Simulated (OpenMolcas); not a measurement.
# How methods differ on AlH (SMILES [AlH])

The species is AlH (2 atoms), meant as a singlet with charge 0. SMILES: `[AlH]`. The shape comes from GFN2-xTB, which is rough for such elements, and wasn't checked as a minimum.

```xyz
2

Al    0.0000    0.0000    0.0000
H     0.0000    0.0000    1.6135
```

Quantity: the vertical energy of the triplet above the singlet, in eV. The values are calculated.

```json
{"level": "CASPT2(2,2)/pcseg-0", "kind": "multireference", "program": "OpenMolcas", "value (eV)": "1.56"}
{"level": "CASPT2(4,5)/pcseg-0", "kind": "multireference", "program": "OpenMolcas", "value (eV)": "?"}
{"level": "CASSCF(2,2)/pcseg-0", "kind": "multireference", "program": "OpenMolcas", "value (eV)": "1.47"}
{"level": "CASSCF(4,5)/pcseg-0", "kind": "multireference", "program": "OpenMolcas", "value (eV)": "1.54"}
{"level": "MC-PDFT[tPBE](4,5)/pcseg-0", "kind": "multireference", "program": "OpenMolcas", "value (eV)": "?"}
{"level": "MRCI(2,2)/pcseg-0", "kind": "multireference", "program": "OpenMolcas", "value (eV)": "1.60"}
{"level": "MRCI(4,5)/pcseg-0", "kind": "multireference", "program": "OpenMolcas", "value (eV)": "1.60"}
{"level": "SC-NEVPT2(4,5)/pcseg-0", "kind": "multireference", "program": "OpenMolcas", "value (eV)": "1.57"}
{"level": "CASPT2(2,2)/6-311G", "kind": "multireference", "program": "OpenMolcas", "value (eV)": "1.58"}
{"level": "CASSCF(2,2)/6-311G", "kind": "multireference", "program": "OpenMolcas", "value (eV)": "1.47"}
```

(1) Estimate what the levels marked ? give.

## Answers

(1) As computed at these levels: CASPT2(4,5)/pcseg-0: 1.59 eV; MC-PDFT[tPBE](4,5)/pcseg-0: 1.78 eV. The values span 1.47 to 1.78 eV.
